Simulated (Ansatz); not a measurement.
# SiH3 (doublet): from Hartree-Fock to the top rungs at distance H1–H2 along a hydrogen transfer = 0.793 Å, cc-pVTZ

The task here is to estimate one member of a computed series from the others.

Program: Ansatz 0.2.0, Gaussian basis. Level of theory: cc-pVTZ, core rule «outside noble gas», up to 5 orbitals frozen. These are calculated values, not measurements.

The runs, in order: UHF; CCSD(T) on ROHF; CCSD(T) on UHF; BCCD(T) on ROHF; CISD; CCSDT(Q) on ROHF; CCSDT(Q) on UHF; CASSCF and NEVPT2, 7 electrons in 7 orbitals.

10 further runs of the same task are left out: 1 for a mislabelled method, 7 that didn't finish, 2 set aside as unsound or not needed.

## What is computed

The geometry derives from fragments relaxed apart (PBE0/def2-TZVP) and kept rigid, so it is no stationary point. A hydrogen atom is moved between rigid fragments.

4 atoms, charge 0, spin multiplicity 2.

Atoms are counted from 1 here; the program's logs count them from 0.

Bond lengths: H1–H2 0.793 Å, Si3–H4 1.532 Å.

Coordinates:

```xyz
4

H    -2.39898    0.04794    0.00000
H    -1.60598    0.04794    0.00000
Si    0.12502    0.04794    0.00000
H     0.52145   -1.43158    0.00000
```

The first run:

in.yaml

```yaml
crystal:
  periodic: [false, false, false]
  atoms:
    - {symbol: H, position_ang: [-2.398983, 0.047936, 0.000000]}
    - {symbol: H, position_ang: [-1.605983, 0.047936, 0.000000]}
    - {symbol: Si, position_ang: [0.125017, 0.047936, 0.000000]}
    - {symbol: H, position_ang: [0.521452, -1.431577, 0.000000]}
basis:
  gaussian: {orbitals: cc-pVTZ}
magnetization: {spin_polarized: true, initial_magnetization: 1}
hamiltonian: {xc: hf}
output: {orbitals: {seedname: orbitals}}
```

Launch:

```bash
> ansatz run in.yaml --threads 1 --pin off --events-out ev --progress --plain --max-ram 2393MiB
```

Steps of the session up to this table: UHF; CCSD(T) on ROHF; CCSD(T) on UHF; BCCD(T) on ROHF; CISD; CCSDT(Q) on ROHF; CCSDT(Q) on UHF; CASSCF and NEVPT2, 7 electrons in 7 orbitals.

One table of the session follows, with a row left open; its other results are not shown here.

```
        method  from UCCSDT(Q) (meV)
          ROHF               +4457.5
           UHF               +4315.2
          RMP2                +963.5
          UMP2               +1009.9
          CISD                +381.7
         RCCSD                +160.0
         UCCSD                +155.4
      RCCSD(T)                 +32.1
      UCCSD(T)                     ?
       BCCD(T)                 +32.3
        RCCSDT                  +5.0
        UCCSDT                  +4.3
     RCCSDT(Q)                  +0.8
     UCCSDT(Q)                     0
CASSCF valence               +2960.2
NEVPT2 valence                +880.8
```

Estimate the missing values for UCCSD(T).

**Answer.** from UCCSDT(Q) (meV): +32.4. In the column «from UCCSDT(Q) (meV)» it lies between BCCD(T) (+32.3) and UCCSD (+155.4).

Caveats from the session: Restricted and unrestricted rows rest on different reference determinants; where their highest levels disagree by more than a few hundredths of an eV, they describe different states and don't form one ladder.
